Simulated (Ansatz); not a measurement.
# C2H3O2: the cost of one run

Program: Ansatz 0.2.0. Level of theory: RKS B3LYP-D4/def2-SVPD. These are calculated values, not measurements.

## (1) The structure to begin with

Bond lengths: O1–C2 1.259 Å, C2–C3 1.205 Å, C3–O4 1.377 Å, O1–H5 0.970 Å, O4–H6 0.983 Å, O4–H7 0.983 Å. Angles: O1–C2–C3 171.1°, C2–O1–H5 116.9°, C2–C3–O4 165.4°, C3–O4–H6 110.1°, C3–O4–H7 112.2°, H6–O4–H7 112.4°.

Structure file:

```xyz
7

O    -1.8815   -0.3299   -1.1287
C    -0.8427   -0.1533   -0.4401
C     0.1174    0.1988    0.1970
O     1.0937    0.3645    1.1531
H    -1.7598   -0.6867   -2.0223
H     1.7099    1.0821    0.8855
H     1.5630   -0.4755    1.3554
```

## (2) End point A

The input, input.yaml:

```yaml
crystal:
  periodic: [false, false, false]
  atoms:
    - { symbol: O, position_ang: [-1.88145, -0.32987, -1.12868] }
    - { symbol: C, position_ang: [-0.84273, -0.15329, -0.44006] }
    - { symbol: C, position_ang: [0.11736, 0.19875, 0.19698] }
    - { symbol: O, position_ang: [1.09368, 0.36451, 1.15311] }
    - { symbol: H, position_ang: [-1.75976, -0.68671, -2.02225] }
    - { symbol: H, position_ang: [1.70985, 1.08208, 0.88546] }
    - { symbol: H, position_ang: [1.56304, -0.47547, 1.35544] }
total_charge: 1
basis:
  gaussian: { orbitals: def2-SVPD }
hamiltonian:
  xc: b3lyp
  dispersion: d4
relax:
  f_tol: 0.02
  max_steps: 50
```

On the command line:

```console
ansatz run input.yaml --threads 2 --pin off --max-ram 3072MiB --backend cpu --events-out ev --progress --plain --runs-dir out
```

**Question.** How long does this run take on 2 threads of Arm Neoverse V1, shared host, and how much memory does it need?

About 26 s, with a peak of 0.18 GiB.
